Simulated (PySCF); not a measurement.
Species: C4H10NO (doublet state).
Cartesian coordinates in Å at the GFN2-xTB level; atoms count from 1:
```
atom  x, y, z in Å
C1     2.2491   -0.9613    0.2068
O2     1.1932   -0.0822    0.4843
C3     0.4890    0.3196   -0.6729
C4    -0.6984    1.1710   -0.2424
C5    -1.6940    0.3084    0.5345
N6    -2.3065   -0.6305   -0.2927
H7     2.7021   -1.2206    1.1619
H8     1.8877   -1.8724   -0.2867
H9     3.0022   -0.4901   -0.4377
H10    1.1567    0.8848   -1.3411
H11    0.1133   -0.5615   -1.2132
H12   -1.1836    1.5788   -1.1284
H13   -0.3472    1.9867    0.3898
H14   -2.4290    0.9409    1.0697
H15   -1.1317   -0.1985    1.3455
H16   -3.0105   -1.1641    0.2136
```

The hyperfine couplings belong to this conformer and change with its torsions.

As a line formula: `[NH]CCCOC` [radical].

Level of theory: UKS B3LYP, pcH-1 on C H N O, non-relativistic, mean-field spin-orbit, GIAO in PySCF 2.14.0. The structure is a single GFN2-xTB conformer in the gas phase; no vibrational or solvent corrections. The geometry wasn't refined by DFT: couplings that depend on bond lengths, twists or pyramidal angles can differ widely from those at the functional's own minimum. Stability of the SCF solution: not tested.

Q: Where do the isotropic ENDOR lines of C5, C4, C3, N6, H14/H15, H16, H10/H11 and H12/H13 fall at 346.1 mT, to first order?

A: ν± = |νn ± a/2|, one line for each electron-spin manifold; νn = |g_N| × 7.62259 MHz/T × B.

```tsv
nuclei	isotope	g_N	νn (MHz)	a_iso (MHz)	lower line (MHz)	upper line (MHz)
C5	13C	1.4048	3.71	-36.60	14.59	22.01
C4	13C	1.4048	3.71	-1.76	2.83	4.59
C3	13C	1.4048	3.71	-1.68	2.87	4.54
N6	14N	0.4038	1.07	31.55	14.71	16.84
H14/H15	1H	5.5857	14.74	170.54	70.53	100.00
H16	1H	5.5857	14.74	-58.20	14.36	43.84
H10/H11	1H	5.5857	14.74	2.48	13.50	15.98
H12/H13	1H	5.5857	14.74	-0.95	14.26	15.21
```

The rows for 13C, of low natural abundance, apply to labelled samples.

Q: Which pairs are centred on the nuclear Larmor frequency, and which on half the coupling?

A: Centred on νn, since |a| < 2νn: C4, C3, H10/H11 and H12/H13. Centred on |a|/2 and split by 2νn: C5, N6, H14/H15 and H16.

Q: At what field would the lower line of C5 fall to zero frequency?

A: Where νn = |a|/2, that is B = 18.30 MHz/(1.4048 × 7.62259 MHz/T) = 1710 mT, as far as first order holds there.

Nuclei that the bonding pattern makes equivalent are averaged, as if the motion that swaps them (rotation, inversion, ring flip) were fast. The 1H value of +170.5 MHz is a mean of couplings from 145.5 to 195.6 MHz in this one geometry, not an average over conformers.

Largest spin populations (Mulliken): N6 (+0.96), H15 (+0.08), C5 (-0.08) and H14 (+0.06). N6 is the only atom above +0.15. The positive populations add up to 1.11 and the negative ones to -0.11, together 2S = 1.

On an Intel Xeon at 2.70 GHz with one thread (shared host), this took 68 s of wall time (grids of density and orbitals included) and 0.99 GiB of memory at its peak.
